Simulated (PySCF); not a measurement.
**Basis-set dependence of population analyses: `Cn1cncn1`**

Compound: C3H5N3.
Cartesian coordinates in Å at the PBE0-D3(BJ)/def2-SVP level; atoms count from 1:
```xyz
11
C3H5N3 angstrom
C     -1.680   -0.289   -0.001
N     -0.257   -0.087    0.041
C      0.445    1.065   -0.003
N      1.734    0.813    0.056
C      1.766   -0.537    0.139
N      0.582   -1.122    0.132
H     -2.016   -0.804    0.909
H     -2.177    0.687   -0.070
H     -1.951   -0.897   -0.876
H     -0.028    2.045   -0.078
H      2.689   -1.114    0.205
```

PBE0 throughout (PySCF), one geometry, spherical d and f functions. Geometry: PBE0-D3(BJ)/def2-SVP; no solvent, vibrations or thermal averaging. Atoms taken as equivalent share a column and are averaged. The first 7 of 9 kinds of atom are listed.

Mulliken charges (e):

```csv
basis,functions,C1,N2,C3,N4,C5,N6,H7/H8/H9
STO-3G,35,-0.141,-0.112,+0.068,-0.256,+0.038,-0.169,+0.117
6-31G,64,-0.283,-0.521,+0.274,-0.421,+0.073,-0.169,+0.207
6-31G*,94,-0.381,-0.253,+0.181,-0.425,+0.108,-0.252,+0.210
def2-SVP,109,+0.087,-0.232,+0.151,-0.242,+0.079,-0.144,+0.070
"6-311+G(2d,p)",192,-0.396,+0.227,+0.074,-0.381,+0.117,-0.408,+0.167
def2-TZVP,216,-0.303,+0.127,-0.013,-0.291,+0.013,-0.257,+0.148
```

IAO charges (e):

```csv
basis,functions,C1,N2,C3,N4,C5,N6,H7/H8/H9
STO-3G,35,-0.311,+0.005,-0.035,-0.231,-0.048,-0.164,+0.160
6-31G,64,-0.331,+0.017,-0.004,-0.313,-0.002,-0.247,+0.174
6-31G*,94,-0.311,+0.028,+0.030,-0.341,+0.041,-0.268,+0.164
def2-SVP,109,-0.299,+0.034,+0.028,-0.337,+0.040,-0.265,+0.160
"6-311+G(2d,p)",192,-0.319,+0.034,+0.029,-0.354,+0.043,-0.280,+0.168
def2-TZVP,216,-0.318,+0.033,+0.030,-0.352,+0.044,-0.278,+0.167
```

Hirshfeld charges (e):

```tsv
basis	functions	C1	N2	C3	N4	C5	N6	H7/H8/H9
STO-3G	35	+0.046	+0.022	+0.050	-0.209	+0.040	-0.162	+0.039
6-31G	64	-0.029	+0.039	+0.035	-0.224	+0.024	-0.173	+0.060
6-31G*	94	-0.031	+0.039	+0.041	-0.223	+0.031	-0.172	+0.058
def2-SVP	109	-0.050	+0.057	+0.039	-0.214	+0.024	-0.159	+0.059
6-311+G(2d,p)	192	-0.045	+0.021	+0.043	-0.219	+0.025	-0.157	+0.062
def2-TZVP	216	-0.050	+0.030	+0.043	-0.217	+0.025	-0.156	+0.062
```

ESP-fitted charges (e):

```
        basis  functions      C1      N2      C3      N4      C5      N6  H7/H8/H9
       STO-3G         35  -0.763  +0.489  +0.156  -0.563  +0.434  -0.531    +0.232
        6-31G         64  -0.737  +0.452  +0.212  -0.687  +0.514  -0.630    +0.237
       6-31G*         94  -0.694  +0.429  +0.122  -0.573  +0.378  -0.545    +0.224
     def2-SVP        109  -0.664  +0.455  +0.139  -0.589  +0.409  -0.569    +0.213
6-311+G(2d,p)        192  -0.754  +0.512  +0.090  -0.581  +0.378  -0.585    +0.235
    def2-TZVP        216  -0.756  +0.515  +0.096  -0.580  +0.387  -0.583    +0.234
```

Some averages cover members that differ in this geometry, most widely: H7/H8/H9, ESP-fitted in 6-31G +0.196 to +0.258; H7/H8/H9, ESP-fitted in 6-311+G(2d,p) +0.199 to +0.254; H7/H8/H9, ESP-fitted in def2-TZVP +0.198 to +0.252; H7/H8/H9, ESP-fitted in def2-SVP +0.178 to +0.231 e.

Which scheme is steadiest as the basis changes?

Largest range over the bases for any column: Hirshfeld 0.10 e, IAO 0.12 e, ESP-fitted 0.14 e, Mulliken 0.75 e. Hirshfeld charges move least and Mulliken charges most, counted in e. Without the minimal STO-3G basis the ranges are Hirshfeld 0.04, IAO 0.05, ESP-fitted 0.14, Mulliken 0.75 e.

How much do the charges still move between the two largest bases, 6-311+G(2d,p) and def2-TZVP?

At most, over all atoms: Mulliken 0.152 e, IAO 0.002 e, Hirshfeld 0.009 e, ESP-fitted 0.009 e.

What do the same runs give for the total energy, the frontier levels and the dipole moment?

| basis | energy (Eh) | HOMO (eV) | LUMO (eV) | μ (D) |
| --- | --- | --- | --- | --- |
| STO-3G | -277.6888 | -5.22 | 2.92 | 3.28 |
| 6-31G | -281.1298 | -7.69 | 0.28 | 3.59 |
| 6-31G* | -281.2412 | -7.41 | 0.50 | 3.30 |
| def2-SVP | -281.0406 | -7.60 | 0.26 | 3.36 |
| 6-311+G(2d,p) | -281.3243 | -7.66 | -0.05 | 3.36 |
| def2-TZVP | -281.3487 | -7.63 | 0.10 | 3.31 |

The dipole is fixed by the density alone, so its range of 0.31 D shows that the density itself changes with the basis, not only its division among atoms.
